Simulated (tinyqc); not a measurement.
Worked calculation: Born-Oppenheimer dynamics on the RHF/sto-3g surface (energies and gradients from PySCF), for OH-, spin multiplicity 1. The basis has no diffuse functions, so it cannot describe the extra electron: this is an exercise in the method, not the real anion. Computed by tinyqc, a small Python program that keeps every step (integrals from PySCF). Settings: charge = -1, multiplicity = 1, basis = sto-3g, time step (fs) = 0.2, steps = 24. Command: `OMP_NUM_THREADS=1 python tinyqc.py 27413 27414 out.jsonl` (the two numbers bound the seeds that draw the settings). One thread of a shared host (Intel(R) Xeon(R) Processor @ 2.60GHz), about 1 s of CPU time with the checks.

positions (bohr):
```
         x       y       z
1O  0.0000  0.0000  0.0000
2H  0.0000  0.0000  2.0466
```

The total energy should stay constant up to terms of order dt^2; the step counts as short enough if it moves by less than 2 % of the largest kinetic energy.

Trajectory:

| time (fs) | 1O-2H (angstrom) | potential (hartree) | kinetic (hartree) | total (hartree) |
|---|---|---|---|---|
| 0.0000 | 1.0830 | -74.064873 | 0.004193 | -74.060681 |
| 0.2000 | 1.0802 | -74.064921 | 0.004241 | -74.060681 |
| 0.4000 | 1.0773 | -74.064961 | 0.004280 | -74.060681 |
| 0.6000 | 1.0743 | -74.064991 | 0.004310 | -74.060681 |
| 0.8000 | 1.0713 | -74.065010 | 0.004329 | -74.060681 |
| 1.0000 | 1.0684 | -74.065017 | 0.004336 | -74.060681 |
| 1.2000 | 1.0655 | -74.065013 | 0.004333 | -74.060681 |
| 1.4000 | 1.0628 | -74.065000 | 0.004319 | -74.060681 |
| 1.6000 | 1.0602 | -74.064978 | 0.004297 | -74.060680 |
| 1.8000 | 1.0578 | -74.064949 | 0.004269 | -74.060680 |
| 2.0000 | 1.0557 | -74.064917 | 0.004237 | -74.060680 |
| 2.2000 | 1.0538 | -74.064883 | 0.004203 | -74.060680 |
| 2.4000 | 1.0522 | -74.064851 | 0.004171 | -74.060680 |
| 2.6000 | 1.0509 | -74.064823 | 0.004143 | -74.060680 |
| 2.8000 | 1.0500 | -74.064801 | 0.004121 | -74.060679 |
| 3.0000 | 1.0494 | -74.064787 | 0.004107 | -74.060679 |
| 3.2000 | 1.0493 | -74.064782 | 0.004102 | -74.060679 |
| 3.4000 | 1.0494 | -74.064786 | 0.004107 | -74.060679 |
| 3.6000 | 1.0500 | -74.064800 | 0.004120 | -74.060679 |
| 3.8000 | 1.0509 | -74.064822 | 0.004142 | -74.060680 |
| 4.0000 | 1.0521 | -74.064850 | 0.004170 | -74.060680 |
| 4.2000 | 1.0537 | -74.064882 | 0.004202 | -74.060680 |
| 4.4000 | 1.0556 | -74.064916 | 0.004236 | -74.060680 |
| 4.6000 | 1.0577 | -74.064948 | 0.004268 | -74.060680 |
| 4.8000 | 1.0601 | -74.064977 | 0.004296 | -74.060680 |

Is the time step short enough?

Yes. The total energy moves within 1.4e-06 hartree, under 2 % of the largest kinetic energy.
